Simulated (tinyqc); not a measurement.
Inside a calculation. Method: RHF in the sto-3g basis, for LiH, spin multiplicity 1. One step of it, computed by the program tinyqc.

Problem. Iteration 3: building the Fock matrix. J_ij = sum D_kl (ij|kl), K_ij = sum D_kl (ik|jl); F = H + J - 0.5 K; E = tr D H + tr D J / 2 - 0.25 tr D K + E_nn.

D after iteration 2:
```
            1Li 1s     1Li 2s   1Li 2px   1Li 2py    1Li 2pz      2H 1s
1Li 1s    2.021529  -0.082737  0.000000  0.000000  -0.134354  -0.170484
1Li 2s   -0.082737   0.379050  0.000000  0.000000   0.313938   0.475106
1Li 2px   0.000000   0.000000  0.000000  0.000000   0.000000   0.000000
1Li 2py   0.000000   0.000000  0.000000  0.000000   0.000000   0.000000
1Li 2pz  -0.134354   0.313938  0.000000  0.000000   0.262173   0.395687
2H 1s    -0.170484   0.475106  0.000000  0.000000   0.395687   0.597728
```

core Hamiltonian H = T + V (hartree):
```
            1Li 1s     1Li 2s    1Li 2px    1Li 2py    1Li 2pz      2H 1s
1Li 1s   -4.750387  -1.067594   0.000000   0.000000  -0.017439  -0.346673
1Li 2s   -1.067594  -1.402844   0.000000   0.000000  -0.125565  -0.733096
1Li 2px   0.000000   0.000000  -1.141767   0.000000   0.000000   0.000000
1Li 2py   0.000000   0.000000   0.000000  -1.141767   0.000000   0.000000
1Li 2pz  -0.017439  -0.125565   0.000000   0.000000  -1.242711  -0.869624
2H 1s    -0.346673  -0.733096   0.000000   0.000000  -0.869624  -1.495896
```

Two-electron integrals (ij|kl) in chemists' order, unique and non-zero (hartree):
```
(11|11) 1.680395   (21|11) 0.265420   (21|21) 0.049941   (22|11) 0.397727
(22|21) 0.092860   (22|22) 0.290562   (31|31) 0.008981   (32|31) 0.013788
(32|32) 0.064184   (33|11) 0.396640   (33|21) 0.092880   (33|22) 0.290497
(33|33) 0.312946   (41|41) 0.008981   (42|41) 0.013788   (42|42) 0.064184
(43|43) 0.016869   (44|11) 0.396640   (44|21) 0.092880   (44|22) 0.290497
(44|33) 0.279207   (44|44) 0.312946   (51|51) 0.008981   (52|51) 0.013788
(52|52) 0.064184   (53|53) 0.016869   (54|54) 0.016869   (55|11) 0.396640
(55|21) 0.092880   (55|22) 0.290497   (55|33) 0.279207   (55|44) 0.279207
(55|55) 0.312946   (61|11) 0.081648   (61|21) 0.015431   (61|22) 0.029143
(61|33) 0.028799   (61|44) 0.028799   (61|51) 0.001822   (61|52) 0.003499
(61|55) 0.029844   (61|61) 0.005211   (62|11) 0.160810   (62|21) 0.037845
(62|22) 0.121644   (62|33) 0.115798   (62|44) 0.115798   (62|51) 0.006196
(62|52) 0.034888   (62|55) 0.133208   (62|61) 0.013890   (62|62) 0.080095
(63|31) 0.003335   (63|32) 0.014693   (63|53) 0.005635   (63|63) 0.006361
(64|41) 0.003335   (64|42) 0.014693   (64|54) 0.005635   (64|64) 0.006361
(65|11) 0.190563   (65|21) 0.045388   (65|22) 0.151718   (65|33) 0.141683
(65|44) 0.141683   (65|51) 0.009670   (65|52) 0.053346   (65|55) 0.171597
(65|61) 0.017463   (65|62) 0.110196   (65|65) 0.154430   (66|11) 0.342609
(66|21) 0.082141   (66|22) 0.286928   (66|33) 0.262316   (66|44) 0.262316
(66|51) 0.016296   (66|52) 0.107577   (66|55) 0.335689   (66|61) 0.031813
(66|62) 0.231976   (66|65) 0.332736   (66|66) 0.774606
```

nuclear repulsion = 1.03287679 hartree

Give: Coulomb J; exchange K; Fock matrix F; total energy of this density.

Solution.

Coulomb J (hartree):
```
         1Li 1s  1Li 2s  1Li 2px  1Li 2py  1Li 2pz   2H 1s
1Li 1s   4.0884  0.7036   0.0000   0.0000   0.0289  0.2273
1Li 2s   0.7036  1.3722   0.0000   0.0000   0.1751  0.7173
1Li 2px  0.0000  0.0000   1.3389   0.0000   0.0000  0.0000
1Li 2py  0.0000  0.0000   0.0000   1.3389   0.0000  0.0000
1Li 2pz  0.0289  0.1751   0.0000   0.0000   1.4315  0.9310
2H 1s    0.2273  0.7173   0.0000   0.0000   0.9310  1.8748
```

exchange K (hartree):
```
          1Li 1s  1Li 2s  1Li 2px  1Li 2py  1Li 2pz   2H 1s
1Li 1s    3.3657  0.5522   0.0000   0.0000  -0.0045  0.1764
1Li 2s    0.5522  0.3907   0.0000   0.0000   0.3166  0.5206
1Li 2px   0.0000  0.0000   0.0657   0.0000   0.0000  0.0000
1Li 2py   0.0000  0.0000   0.0000   0.0657   0.0000  0.0000
1Li 2pz  -0.0045  0.3166   0.0000   0.0000   0.3977  0.6049
2H 1s     0.1764  0.5206   0.0000   0.0000   0.6049  1.0795
```

Fock matrix F (hartree):
```
          1Li 1s   1Li 2s  1Li 2px  1Li 2py  1Li 2pz    2H 1s
1Li 1s   -2.3449  -0.6402   0.0000   0.0000   0.0137  -0.2075
1Li 2s   -0.6402  -0.2260   0.0000   0.0000  -0.1088  -0.2761
1Li 2px   0.0000   0.0000   0.1643   0.0000   0.0000   0.0000
1Li 2py   0.0000   0.0000   0.0000   0.1643   0.0000   0.0000
1Li 2pz   0.0137  -0.1088   0.0000   0.0000  -0.0101  -0.2411
2H 1s    -0.2075  -0.2761   0.0000   0.0000  -0.2411  -0.1608
```

total energy of this density = -7.863095 hartree
